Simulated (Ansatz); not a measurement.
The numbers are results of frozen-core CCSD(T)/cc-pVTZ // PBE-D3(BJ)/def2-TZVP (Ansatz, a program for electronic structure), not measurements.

Ansatz 0.2 input:
```yaml
crystal:
  periodic: [false, false, false]
  atoms:
    - { symbol: C, position_ang: [0.857583, 0.107093, 0.004152] }
    - { symbol: C, position_ang: [-0.615263, -0.062106, 0.018419] }
    - { symbol: H, position_ang: [1.31587, 1.002843, -0.414179] }
    - { symbol: H, position_ang: [1.519129, -0.708799, 0.294057] }
    - { symbol: H, position_ang: [-0.993036, -0.50262, -0.92797] }
    - { symbol: H, position_ang: [-1.140114, 0.898006, 0.138033] }
    - { symbol: H, position_ang: [-0.945401, -0.738688, 0.821571] }
basis:
  gaussian: { orbitals: cc-pVTZ }
correlation:
  method: ccsd_t
magnetization:
  spin_polarized: true
  initial_magnetization: 1
```

Output:

```
Functional definition: HF
718 factors; integrals over basis functions are off by at most 1.1e-3 eV
mean field evaluation 1: about -2137.7515 eV, gradient 1.7e1 eV
mean field evaluation 2: about -2137.7507 eV, gradient 1.7e1 eV
mean field evaluation 4: about -2139.5051 eV, gradient 2.0e0 eV
mean field evaluation 8: about -2139.5524 eV, gradient 1.3e-3 eV
mean field evaluation 16: about -2139.5541 eV, gradient 2.3e-1 eV
mean field -2139.55235281 eV, -78.6270987253 hartree, gradient 2.9e-6 eV, S^2 0.763724; 0 other end points of the search recorded, 0 dependent functions left out
2 core orbitals not correlated
reference -2139.55235281 eV, -78.6270987253 hartree; 7, 6 occupied and 121, 122 virtual orbitals, 718 factors
second order -9.00556476 eV of doubles, -0.00000000 eV of singles
cycle   1  -9.59532410 eV  change   -5.9e-1 eV  update   5.7e-2
cycle   2  -9.84369872 eV  change   -2.5e-1 eV  update   1.9e-2
cycle   3  -9.87719700 eV  change   -3.3e-2 eV  update   7.7e-3
cycle   4  -9.87641615 eV  change    7.8e-4 eV  update   2.8e-3
cycle   5  -9.87685830 eV  change   -4.4e-4 eV  update   1.1e-3
cycle   6  -9.87684088 eV  change    1.7e-5 eV  update   3.1e-4
cycle   7  -9.87687693 eV  change   -3.6e-5 eV  update   1.1e-4
cycle   8  -9.87687873 eV  change   -1.8e-6 eV  update   3.6e-5
cycle   9  -9.87687037 eV  change    8.4e-6 eV  update   1.3e-5
perturbative correction -0.32981469 eV, -0.0121204664 hartree
Total energy: -2149.75903788 eV, -79.0021874829 hartree
```

Cost: about 22 core-seconds (a rough figure).
